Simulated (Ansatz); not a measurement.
# C2H2F4 (norflurane): r2SCAN(a = 0.1)/def2-TZVPP (exact exchange 0.1, 1 point charge)

Aim: the energy difference between two shapes of C2H2F4 (norflurane) at r2SCAN(a = 0.1)/def2-TZVPP (exact exchange 0.1, 1 point charge), from 2 runs. 

Program for the calculation: Ansatz 0.2.0.

3 further runs of the same task are left out: 3 set aside as unsound or not needed.

## (1) Starting point

C2H2F4: 8 atoms, total charge 0, spin state singlet. SMILES: `FCC(F)(F)F`. The shape is that of a PBE0-D4/def2-TZVP optimisation.

Bond lengths: F1–C2 1.364 Å, C2–C3 1.514 Å, C3–F4 1.332 Å, C3–F5 1.339 Å, C3–F6 1.332 Å, C2–H7 1.092 Å, C2–H8 1.092 Å. Some angles: F1–C2–C3 109.8°, C2–C3–F4 111.9°, C2–C3–F5 108.9°, C2–C3–F6 111.9°, F4–C3–F5 108.1°, F4–C3–F6 107.9°, F5–C3–F6 108.1°, F1–C2–H7 109.7°, F1–C2–H8 109.7°, C3–C2–H7 108.6°.

## (2) A single-point energy at r2SCAN(a = 0.1)/def2-TZVPP (exact exchange 0.1, 1 point charge)

The input, run.yaml:

```yaml
crystal:
  periodic: [false, false, false]
  atoms:
    - {symbol: F, position_ang: [-0.224600, -1.506500, 0.915200]}
    - {symbol: C, position_ang: [-0.211200, -0.737800, -0.211700]}
    - {symbol: C, position_ang: [0.211200, 0.674300, 0.135500]}
    - {symbol: F, position_ang: [1.434400, 0.711300, 0.662400]}
    - {symbol: F, position_ang: [0.217100, 1.411800, -0.982100]}
    - {symbol: F, position_ang: [-0.624600, 1.243600, 1.002900]}
    - {symbol: H, position_ang: [0.502000, -1.148600, -0.930100]}
    - {symbol: H, position_ang: [-1.212300, -0.705100, -0.647900]}
basis:
  gaussian:
    orbitals: def2-TZVPP
    final_grid: {core_spheres: 4, valence_spheres: 4, degree: 11}
    point_charges: [{charge: -1, position_ang: [-0.7369, -3.5336, -1.2706]}]
scf: {lower_state_search: light}
hamiltonian: {xc: {name: r2SCAN, exx: 0.1}}
accuracy: high
```

Run with:

```bash
ansatz run run.yaml --threads 1 --pin off --max-ram 2610MiB --events-out events.jsonl --progress --plain --runs-dir runs
```

Log:

```text
Warning: RAYON_NUM_THREADS=1 ignored (pool sized by the plan → 1); use --threads N
Functional definition: unnamed
  parameter a_1 = 0.1
  exchange = (1 - a_1)*r2scan_x + a_1*exact_x
  correlation = r2scan_c
3743 factors; integrals over basis functions are off by at most 2.7e-8 eV
mean field evaluation 1: about -12971.0626 eV, gradient 4.6e1 eV
mean field evaluation 2: about -12970.1431 eV, gradient 5.4e1 eV
mean field evaluation 4: about -12974.0305 eV, gradient 1.7e0 eV
mean field evaluation 8: about -12974.0387 eV, gradient 5.4e-1 eV
mean field evaluation 16: about -12974.0391 eV, gradient 7.8e-4 eV
mean field -12974.03905080 eV, -476.7871409974 hartree, gradient 4.3e-8 eV, S^2 0.000000; 0 other end points of the search recorded, 0 dependent functions left out
reference -12974.03905201 eV, -476.7871410420 hartree; 25, 25 occupied and 189, 189 virtual orbitals, 3743 factors
Total energy: -12974.03905201 eV, -476.7871410420 hartree
```

It took 32 s on 1 thread of Intel Xeon Platinum 8259CL at 2.50GHz (Skylake/Cascade Lake), shared host; peak memory 1.2 GiB.

## (3) The distorted shape

The input, run.yaml:

```yaml
crystal:
  periodic: [false, false, false]
  atoms:
    - {symbol: F, position_ang: [-0.195489, -1.429828, 0.938130]}
    - {symbol: C, position_ang: [-0.201917, -0.718216, -0.244655]}
    - {symbol: C, position_ang: [0.251915, 0.674207, 0.113981]}
    - {symbol: F, position_ang: [1.462289, 0.737082, 0.566331]}
    - {symbol: F, position_ang: [0.239080, 1.409386, -1.029322]}
    - {symbol: F, position_ang: [-0.598987, 1.201962, 1.049290]}
    - {symbol: H, position_ang: [0.453679, -1.174625, -0.899603]}
    - {symbol: H, position_ang: [-1.225320, -0.698074, -0.644494]}
basis:
  gaussian:
    orbitals: def2-TZVPP
    final_grid: {core_spheres: 4, valence_spheres: 4, degree: 11}
    point_charges: [{charge: -1, position_ang: [-0.7369, -3.5336, -1.2706]}]
scf: {lower_state_search: light}
hamiltonian: {xc: {name: r2SCAN, exx: 0.1}}
accuracy: high
```

Run with:

```bash
ansatz run run.yaml --threads 1 --pin off --max-ram 2610MiB --events-out events.jsonl --progress --plain --runs-dir runs
```

Log:

```text
Warning: RAYON_NUM_THREADS=1 ignored (pool sized by the plan → 1); use --threads N
[... 4 set-up lines as earlier in the session ...]
3741 factors; integrals over basis functions are off by at most 1.6e-8 eV
mean field evaluation 1: about -12970.8381 eV, gradient 4.6e1 eV
mean field evaluation 2: about -12969.9063 eV, gradient 5.4e1 eV
mean field evaluation 4: about -12973.8928 eV, gradient 1.7e0 eV
mean field evaluation 8: about -12973.9779 eV, gradient 4.8e-1 eV
mean field evaluation 16: about -12973.9783 eV, gradient 1.8e-4 eV
mean field -12973.97825327 eV, -476.7849067294 hartree, gradient 6.2e-8 eV, S^2 0.000000; 0 other end points of the search recorded, 0 dependent functions left out
reference -12973.97825427 eV, -476.7849067660 hartree; 25, 25 occupied and 189, 189 virtual orbitals, 3741 factors
Total energy: -12973.97825427 eV, -476.7849067660 hartree
```

It took 31 s on 1 thread of Intel Xeon Platinum 8259CL at 2.50GHz (Skylake/Cascade Lake), shared host; peak memory 1.2 GiB.

## (4) Summary of results

Level: r2SCAN(a = 0.1)/def2-TZVPP (exact exchange 0.1, 1 point charge).

| quantity | value |
| --- | --- |
| first shape: total energy | -476.78714 Eh |
| distorted shape: total energy | -476.78491 Eh |
| energy change with the atoms displaced | 0.061 eV |

In words: With the atoms displaced the energy rises by 0.06 eV (1.4 kcal/mol). The first shape isn't relaxed at this level, so the change isn't measured from a minimum.
